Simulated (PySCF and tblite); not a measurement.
Results of a calculation; reference values are marked as such.
C₃H₈O, numbered as in [CH3:1][CH2:2][O:3][CH3:4].

Free energies: B3LYP-D3(BJ)/pcSseg-1 on PBE0-D3(BJ)/def2-SVP structures plus GFN2-xTB thermal terms, symmetry and mirror images included. Conformers within 3 kcal/mol (GFN2-xTB free energy) were kept, 4 at most. Programs: PySCF with density fitting and tblite.

Torsions listed: C1–C2–O3–C4. Of a mirror pair one member is shown.

```csv
conformer,shape,symmetry
1,180°,Cs
2,73°,C1 (pair)
```

**Question.** Which of these conformers is the most populated at 298.15 K, and with what share?

**Answer.** Conformer 1, about 81 %.

**Question.** Give the DFT energies and free energies relative to the lowest, and all weights.

**Answer.** 
```tsv
conformer	shape	E(DFT) kcal/mol	G(298.15 K) kcal/mol	weight %
1	180°	0.00	0.00	80.6
2	73°	1.06	0.84	19.4
```

**Question.** How does its share change from 150 K to 400 K?

**Answer.** From 97 % to 71 %; the mixing entropy goes from 0.32 to 1.58 cal/(mol K).
